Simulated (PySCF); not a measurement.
**Question.** Write Cartesian coordinates for `O=[PH2]O` as optimised with GFN2-xTB.

**Answer.** 
```
atom  x, y, z in Å
O1    -0.4447    1.2134   -0.8465
P2    -0.4004   -0.0016   -0.0425
O3     1.0976   -0.3853    0.3603
H4    -1.0505    0.0463    1.1791
H5    -0.8676   -1.1562   -0.6476
H6     1.6687    0.2853   -0.0244
```

Any rigid rotation of these coordinates is as good. Atoms count from 1 in this order. O3 (hydroxyl oxygen) is bent (angle 106.8°). The O–P distances run from 1.458 Å (O1=P2, drawn double) to 1.598 Å (P2–O3, drawn single), a spread of 0.140 Å. P2 (phosphoryl phosphorus) is distorted tetrahedral (angles from 103.1° to 116.3°).

Bonds between heavy atoms (Å): O1=P2 1.458, P2–O3 1.598.

Computed geometry: GFN2-xTB, gas phase.

Point group: Cs (tolerance 0.08 Å). GFN2-xTB frequencies: not computed here. The numbers are those of one conformer (O1–P2–O3–H 0°).
